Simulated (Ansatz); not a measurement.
Consider the isomerisation: `C#CC(C)N` → `C=C=CCN`.

Gas-phase electronic energies from Ansatz, PBE0-D4/def2-TZVP geometries. CCSD(T)/CBS is the MP2 limit (def2-TZVPP, def2-QZVPP) plus CCSD(T) − MP2 in def2-TZVPP, frozen cores. DFT in def2-TZVPP. HSE06 is defined as in plane-wave codes. One conformer a species, not always the lowest.

```
             level  ΔE (kJ/mol)
         r2SCAN-D4        -12.9
          PBE-QIDH          2.3
            revPBE        -20.0
             HSE06        -14.2
RPA@PBE/def2-TZVPP          2.5
    MP2/def2-QZVPP         17.4
SCS-MP2/def2-QZVPP         14.7
      HF/CBS(def2)         -0.4
```

(1) What does CCSD(T)/CBS give? (Best estimate.)

Largest T1 diagnostic among the species: 0.011.

Answers

(1) The calculation gave: +4.3 kJ/mol. The listed levels differ from it by -17.2, -2.0, -24.3, -18.5, -1.8, 13.1, 10.4, -4.7 kJ/mol.

Leaving LDA and LC-ωPBE aside and taking each functional with its dispersion term where it has one, the values, not all of them listed here, spread over 20.2 kJ/mol, from PBE-D4 to PBE-QIDH. From PBE to PBE0 (25 % exact exchange), in def2-TZVPP and without D4, ΔE moves by +5.5 kJ/mol. In def2-TZVPP, CCSD(T) changes the Hartree–Fock value by +4.2 kJ/mol (the triples alone add −0.1 kJ/mol) and MP2 by +17.4 kJ/mol.

CCSD(T)/CBS has its own doubt, a few kJ/mol and more with outer-core shells, so smaller differences from it don't rank the levels.
